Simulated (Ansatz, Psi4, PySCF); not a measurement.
Species: thioethanol, C$_{2}$H$_{6}$S, net charge 0, singlet state. SMILES: CCS
Geometry from a B3LYP-D3(BJ)/def2-TZVP (Ansatz, a first-principles code) optimisation:
```
C
H 1 1.0895
H 1 1.0895 2 108.66
C 1 1.5216 2 110.62 3 -121.62
H 4 1.0912 1 111.13 2 -59.55
H 4 1.0912 5 108.12 1 122.21
H 4 1.0914 5 108.11 6 116.82
S 1 1.8346 2 108.91 3 118.50
H 8 1.3430 1 97.16 2 -59.17
```

Quantity: atomisation energy, in kcal/mol. Conventions: UHF or UKS for open shells; dispersion terms only where a functional's name holds one; LANL2DZ with its own core potentials from Na on; atomisation electronic, to ground-state atoms; 6-311+G** with 5d, 6d on Na to Ar in Ansatz; frozen cores in correlated levels; non-relativistic; six Cartesian d functions in 6-31G* and its kin unless marked 5d; spin-orbit terms left out. CBS marks a two-point X^-3 extrapolation of the correlation energy; Hartree-Fock from the larger set. [CCSD(T)-MP2]/basis is that difference in the basis named. First-principles rows: single points at B3LYP-D3(BJ) geometries (Ansatz).

Coupled cluster (Ansatz) is a level with limits of its own, used here on species with T1 under 0.025 (0.045 for open shells) and stable references: RI-MP2/CBS(aug-cc-pV(T+d)Z,aug-cc-pV(Q+d)Z)+[CCSD(T)-MP2]/aug-cc-pV(T+d)Z.

Value to compare with, RI-MP2/CBS(aug-cc-pV(T+d)Z,aug-cc-pV(Q+d)Z)+[CCSD(T)-MP2]/aug-cc-pV(T+d)Z (Ansatz): 769.8 kcal/mol.

| level | program | atomisation energy (kcal/mol) | difference |
|---|---|---|---|
| HF/LANL2DZ | Ansatz | 530.1 | -239.7 |
| HF/6-31G* | Ansatz | 569.9 | -199.9 |
| PBE/def2-SVP | Ansatz | 777.9 | 8.1 |
| PBE/6-311+G** | Ansatz | 771.8 | 2.0 |
| B3LYP/6-31G | Ansatz | 736.7 | -33.1 |
| B3LYP/6-31G* | Ansatz | 761.5 | -8.3 |
| B3LYP/6-31+G* | Ansatz | 756.6 | -13.2 |
| B3LYP/6-31G** | Ansatz | 767.8 | -2.0 |
| M06-2X/6-311+G** | PySCF | 761.8 | -8.0 |
| wB97X-D/6-311+G** | Psi4 | 762.5 | -7.3 |
| MP2/STO-3G | Ansatz | 789.7 | 19.9 |
| MP2/LANL2DZ | Ansatz | 633.6 | -136.2 |
| MP2/6-311+G** | Ansatz | 728.7 | -41.1 |
| PBE0/def2-TZVPD | Ansatz | 768.6 | -1.2 |

Among the 13 habitual levels, HF/LANL2DZ lies farthest from RI-MP2/CBS(aug-cc-pV(T+d)Z,aug-cc-pV(Q+d)Z)+[CCSD(T)-MP2]/aug-cc-pV(T+d)Z (Ansatz) (-239.7 kcal/mol); 3 of 13 lie above it, and their mean absolute difference is 55.3 kcal/mol, the median 13.2. One case shows no general order.

The levels are drawn from those run, B3LYP/6-31G* more often than the rest, none by its result; runs whose electronic state is in doubt are left out.
